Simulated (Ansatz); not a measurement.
# CH4Si: the cost of one run

Program: Ansatz 0.2.0, Gaussian basis. Level of theory: the settings change from run to run. These are calculated values, not measurements.

17 further runs of the same task are left out: 4 that didn't finish, 13 set aside as unsound or not needed. Runs told in other sessions of the task aren't counted.

### 1 The geometry

The geometry is a PBE0/def2-TZVP stationary point (not a proven minimum) of the parent state, kept for this charge and spin.

6 atoms, charge 1, spin multiplicity 4.

Atoms are counted from 1 here; the program's logs count them from 0.

Bond lengths: Si1–C2 1.885 Å, Si1–H3 1.491 Å, C2–H4 1.091 Å, C2–H5 1.093 Å, C2–H6 1.093 Å. Angles: C2–Si1–H3 119.0°, Si1–C2–H4 109.8°, Si1–C2–H5 110.6°, Si1–C2–H6 110.6°, H4–C2–H5 108.2°, H4–C2–H6 108.2°, H5–C2–H6 109.3°.

### 2 CCSD on UHF/cc-pVDZ

File in.yaml:

```yaml
crystal:
  periodic: [false, false, false]
  atoms:
    - {symbol: Si, position_ang: [0.000000, -0.086402, 0.646481]}
    - {symbol: C, position_ang: [0.000000, 0.079187, -1.230736]}
    - {symbol: H, position_ang: [0.000000, 1.148798, 1.480897]}
    - {symbol: H, position_ang: [0.000000, -0.911108, -1.689492]}
    - {symbol: H, position_ang: [0.890815, 0.613122, -1.569773]}
    - {symbol: H, position_ang: [-0.890815, 0.613122, -1.569773]}
basis:
  gaussian: {orbitals: cc-pVDZ, point_charges: [{charge: -1.00, position_ang: [5.270, 0.790, -0.052]}]}
total_charge: 1
magnetization: {spin_polarized: true, initial_magnetization: 3}
hamiltonian: {pseudopotentials: {relativity: scalar}}
correlation: {method: ccsd, electrons: all, diis_vectors: 4}
accuracy: high
```

Launch:

```sh
ansatz run in.yaml --threads 1 --pin off --events-out ev --progress --plain --max-ram 2393MiB
```

**Question.** How long does this run take on 1 thread of AMD EPYC 7B13, shared host, and how much memory does it need?

About 16 s, with a peak of 0.33 GiB.
